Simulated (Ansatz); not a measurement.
**CHSSi−: one structure at several levels**

Aim: energy, forces and dipole at a structure displaced at random from a GFN2-xTB minimum, from CCSD(T) and from density functionals.

Program: Ansatz 0.2.0, Gaussian basis. Level of theory: single points in def2-TZVPPD. These are calculated values, not measurements.

Correlated methods freeze the cores.

## Step 1: The system as given

SMILES `[C-]#[Si]S`, 4 atoms, charge -1, spin multiplicity 1.

Atoms are counted from 1 here; the program's logs count them from 0.

Bond lengths: C1–Si2 1.563 Å, Si2–S3 2.298 Å, S3–H4 1.373 Å. Angles: C1–Si2–S3 174.6°, Si2–S3–H4 96.6°.

Geometry (Å):

```xyz
4
charge -1, multiplicity 1
C    -1.9798    0.3564    1.1357
Si   -0.7824    0.2296    0.1388
S     1.1074    0.0432   -1.1549
H     1.8917   -0.5606   -0.2040
```

## Step 2: CCSD(T)/def2-TZVPPD

Contents of run/in.yaml:

```yaml
crystal:
  periodic: [false, false, false]
  atoms:
    - {symbol: C, position_ang: [-1.979800, 0.356400, 1.135700]}
    - {symbol: Si, position_ang: [-0.782400, 0.229600, 0.138800]}
    - {symbol: S, position_ang: [1.107400, 0.043200, -1.154900]}
    - {symbol: H, position_ang: [1.891700, -0.560600, -0.204000]}
basis:
  gaussian: {orbitals: "def2-TZVPPD.json"}
total_charge: -1
correlation: {method: ccsd_t}
output: {forces: true}
```

The basis file named in the input lies beside it (Basis Set Exchange, JSON).

The command line of these runs was not kept.

## Step 3: PBE0-D4/def2-TZVPPD

Changes to run/in.yaml since step 2:

```diff
@@ -10,3 +10,3 @@
 total_charge: -1
-correlation: {method: ccsd_t}
-output: {forces: true}
+hamiltonian: {xc: pbe0, dispersion: d4}
+output: {forces: true, orbitals: {seedname: orbitals}}
```

## Step 4: wB97M-V/def2-TZVPPD

Changes to run/in.yaml since step 3:

```diff
@@ -10,3 +10,3 @@
 total_charge: -1
-hamiltonian: {xc: pbe0, dispersion: d4}
-output: {forces: true, orbitals: {seedname: orbitals}}
+hamiltonian: {xc: {name: wB97M-V}}
+output: {forces: true}
```

## Step 5: r2SCAN-D4/def2-TZVPPD

Changes to run/in.yaml since step 4:

```diff
@@ -10,3 +10,3 @@
 total_charge: -1
-hamiltonian: {xc: {name: wB97M-V}}
+hamiltonian: {xc: r2scan, dispersion: d4}
 output: {forces: true}
```

## Step 6: PBE-D4/def2-TZVPPD

Changes to run/in.yaml since step 5:

```diff
@@ -10,3 +10,3 @@
 total_charge: -1
-hamiltonian: {xc: r2scan, dispersion: d4}
+hamiltonian: {xc: pbe, dispersion: d4}
 output: {forces: true}
```

## Step 7: r2SCANh-D4/def2-TZVPPD

Changes to run/in.yaml since step 6:

```diff
@@ -10,3 +10,3 @@
 total_charge: -1
-hamiltonian: {xc: pbe, dispersion: d4}
+hamiltonian: {xc: {name: r2SCANh}, dispersion: d4}
 output: {forces: true}
```

## Step 8: BHLYP-D4/def2-TZVPPD

Changes to run/in.yaml since step 7:

```diff
@@ -10,3 +10,3 @@
 total_charge: -1
-hamiltonian: {xc: {name: r2SCANh}, dispersion: d4}
+hamiltonian: {xc: {name: BHLYP}, dispersion: d4}
 output: {forces: true}
```

(Steps that only read results are left out.)

What does the calculation give? Wanted: RMS force component; RMS force error; HOMO and LUMO, PBE0-D4; T1 diagnostic.

**Answer**, as computed:

```
              quantity                                                                                               value
   RMS force component                                                                2.237 to 2.688 eV/Å over the methods
       RMS force error  PBE0-D4 0.327, wB97M-V 0.433, r2SCAN-D4 0.254, PBE-D4 0.225, r2SCANh-D4 0.300, BHLYP-D4 0.536 eV/Å
HOMO and LUMO, PBE0-D4                                                                                   -0.88 and 2.39 eV
         T1 diagnostic                                                                                               0.036
```

What this shows: On forces the order runs from PBE-D4 to BHLYP-D4. Frozen-core CCSD(T) forces in triple zeta carry basis errors of their own, and this is one geometry, so small gaps rank nothing. The T1 diagnostic is large here, over the usual mark for main-group molecules (transition-metal compounds often pass it harmlessly), so CCSD(T) itself may be off. The restricted Hartree–Fock reference is unstable towards an unrestricted one at one or more of these structures.
